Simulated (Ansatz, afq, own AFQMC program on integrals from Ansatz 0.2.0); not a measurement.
Integrals from Ansatz 0.2.0, then the random walk in our own AFQMC program (afq).

```yaml
crystal:
  periodic: [false, false, false]
  atoms:
    - {symbol: B, position_ang: [0.000000, 0.000000, 0.000000]}
    - {symbol: N, position_ang: [0.000000, 0.000000, 1.562000]}
basis:
  gaussian: {orbitals: 6-31G}
magnetization: {spin_polarized: false}
correlation: {method: ccsd_t, electrons: outside_noble_gas, hamiltonian_folder: ham}
```

```sh
$ ansatz run in.yaml --threads 1 --pin off --events-out ev --progress --plain --max-ram 24576MiB --backend cuda --devices 0, --max-vram 18GiB
```

afq runs on the folder ham with

```
--method phaseless --trial mp1 --walkers 160 --populations 1 --least-time 40 --time-step 0.005 --steps-per-block 25 --equilibration-blocks 48 --max-blocks 320 --target-error 0.00068 --factor-cut 1e-05 --seed 5471 --taylor-order 4
```

Times are imaginary, in 1/Eh. The walk had a cap of 60 s.

afq prints:

```
orbitals 16  electrons 4 4  factors 94 of 258
reference energy -78.79809983 Eh
CCSD correlation -0.24678672 Eh in 16 cycles, weight of the determinant in the CISD state 0.6743
energy of the start -79.021173 Eh
 block  time / (1/Eh)  mean weight  energy / Eh
     1     0.125  1.0005  -79.015243
     2     0.250  0.9997  -79.011850
     3     0.375  0.9993  -79.011921
     4     0.500  1.0008  -79.011972
     5     0.625  1.0001  -79.012709
     8     1.000  0.9996  -79.027177
    19     2.375  1.0009  -79.038202
    46     5.750  0.9929  -79.042760
    64     8.000  1.0005  -79.029601
    73     9.125  1.0004  -79.096645
   100    12.500  0.9981  -79.034959
   127    15.875  1.0003  -79.066823
   154    19.250  1.0002  -79.089531
   181    22.625  0.9997  -79.041130
   208    26.000  1.0010  -79.060958
   235    29.375  0.9991  -79.053555
   262    32.750  0.9984  -79.047229
   289    36.125  0.9993  -79.067127
   316    39.500  0.9993  -79.048625
   343    42.875  0.9999  -79.030905
   361    45.125  0.9983  -79.045711
blocks merged  error / Eh  count
     1  0.000881  320
     2  0.001069  160
     4  0.001230  80
     8  0.001315  40
    16  0.001308  20
    32  0.001266  10
energy -79.057699 +/- 0.001315 Eh
(rows thinned)
```

The run passed its tests (sampling time, drift between the halves within three errors, error under three times the target), which doesn't prove that it has relaxed. The second half of the sampling lies above the first by 2.0 errors of their difference, so the energy may still be moving and its error bar be too small.

Against this walk (error 35.8 meV) on the same determinant: CCSD(T) 311.3 meV lower, CCSDT(Q) 385.0 meV lower, CCSDTQ 289.9 meV lower, full CI 300.5 meV lower, a separate phaseless walk with a CISD trial and standard settings 60.7 ± 36.0 meV lower (within the noise). The error is statistical and leaves out the bias of the constraint. Full CI is exact here, so the walk's 301 meV above it is the walk's own error: the bias of the constraint with this trial, or a walk that hasn't relaxed. The determinant is a poor start (see the cautions), so the low cluster orders aren't to be relied on, and full CI is the sure value.

Cautions: constraint bias not in the error; error above the target (35.8 against 18.5 meV); higher spins were not checked; restricted determinant unstable towards unrestricted (UHF 3.72 eV lower, ⟨S²⟩ 1.67); the search met a lower determinant of the same kind, perhaps of another symmetry (1.29 eV lower), and this one is a saddle point; strong correlation (T1 0.104, weight of the determinant 0.67, largest double 0.25); (T) is large, 10 % of the CCSD correlation; (Q) is large, 120 meV, so the cluster series hasn't closed; CCSDTQ on the UHF determinant differs (443 meV lower), perhaps since the unrestricted series falls towards higher spin.

The walk took 24 s on 1 × NVIDIA H100 80GB HBM3 with 2 threads of AMD EPYC 7R13 Processor (Zen 3), on a shared host (the card was shared). The log's last line is the phaseless energy.

CCSDT and higher add their correlation energy to the determinant of the CCSD(T) run, since their own runs factorise the integrals more tightly (a shift of under 2 meV). A walk keeps the symmetry of its determinant, which the program's search chose and which needn't be the lowest solution, so a lower state of the same spin and another symmetry isn't excluded.
